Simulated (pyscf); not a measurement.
Structures and frequencies: ωB97X-D3(BJ)/def2-SVP in PySCF.

Question: Estimate by transition-state theory the rate constant of H₃C–Zr(Cl)(Cl)–Cl + H atom (H•) → [H₂C–Zr(Cl)(Cl)–Cl]• + hydrogen (H₂) (doublet surface; C–H broken, H–H formed) at 1200 K, with ωB97M-D3(BJ)/def2-TZVP energies (ideal gas, 1 atm, RRHO with modes under 100 cm⁻¹ raised to 100, one conformer, R ln 2 for chiral ones without a mode under 150 cm⁻¹; no tunnelling).

Answer: The electronic barrier is 9.2 kcal/mol and the thermal terms add +23.7, so ΔG‡ = 32.9 kcal/mol. With k_BT/h = 2.50e+13 s⁻¹ and RT = 2.385 kcal/mol, and a volume of 1.64e-19 cm³ per molecule at 1 atm, k = 4.2e-12 cm³ molecule⁻¹ s⁻¹. Wigner's tunnelling factor for 1504i cm⁻¹ would be 1.14. A shift of 1 kcal/mol in the barrier changes k by a factor 1.5. This is the saddle that the search found; another between the same sides may lie lower. The angle at the transferred H is 169°. Open-shell species with a d-block atom are single-reference here; other states, and whether the spin sits on metal or ligand, were not checked. Elements past Kr carry the def2 core potentials, without spin-orbit coupling.
